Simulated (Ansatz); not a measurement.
Geometry optimisation, Ansatz 0.2.0, RKS r2SCAN/STO-3G.

Input file:

```yaml
crystal:
  periodic: [false, false, false]
  atoms:
    - { symbol: Si, position_ang: [0.0, 0.0, 0.0] }
    - { symbol: C, position_ang: [0.0, 0.0, 1.87] }
    - { symbol: H, position_ang: [-0.9996, -0.3092, 2.2405] }
    - { symbol: H, position_ang: [0.7676, -0.7111, 2.2405] }
    - { symbol: H, position_ang: [0.232, 1.0203, 2.2405] }
    - { symbol: H, position_ang: [1.3768, 0.0, -0.4862] }
    - { symbol: H, position_ang: [-0.6877, 1.1914, -0.4862] }
    - { symbol: Cl, position_ang: [-1.0032, -1.7381, -0.7093] }
basis:
  gaussian: { orbitals: STO-3G }
hamiltonian:
  xc: r2scan
relax:
  f_tol: 0.02
  max_steps: 40
```

Run as:

```bash
$ ansatz run input.yaml --threads 1 --pin off --max-ram 2048MiB --backend cpu --events-out ev --progress --plain --runs-dir out
```

Q: Where does it end, and by what steps?

A: The run converged. The force dipped under the threshold on the way, but the program's further checks kept it going. Limits of this set-up: minimal basis. After 7 steps the energy has fallen by 0.058 eV; H4 moved furthest, 0.21 Å.

```
step  energy less start (eV)  largest force component (eV/Å)  accepted
   0                  0.0000                           0.602       yes
   1                 -0.0349                           0.212       yes
   2                 -0.0509                           0.061       yes
   3                 -0.0524                           0.019       yes
   4                 -0.0550                           0.054       yes
   5                 -0.0562                           0.157       yes
   6                 -0.0572                           0.051       yes
   7                 -0.0575                           0.001       yes
```

```xyz
8
Properties=species:S:1:pos:R:3
Si 0.000 0.026 0.005
C -0.003 -0.004 1.872
H -1.019 -0.109 2.266
H 0.599 -0.833 2.258
H 0.417 0.931 2.263
H 1.345 0.097 -0.528
H -0.804 1.112 -0.515
Cl -0.850 -1.766 -0.711
```

Whether the end is a true minimum wasn't checked by a vibrational analysis.

Time of the run: 19 s on 1 thread of Arm Neoverse V1, on a shared host, peak memory 0.13 GiB.
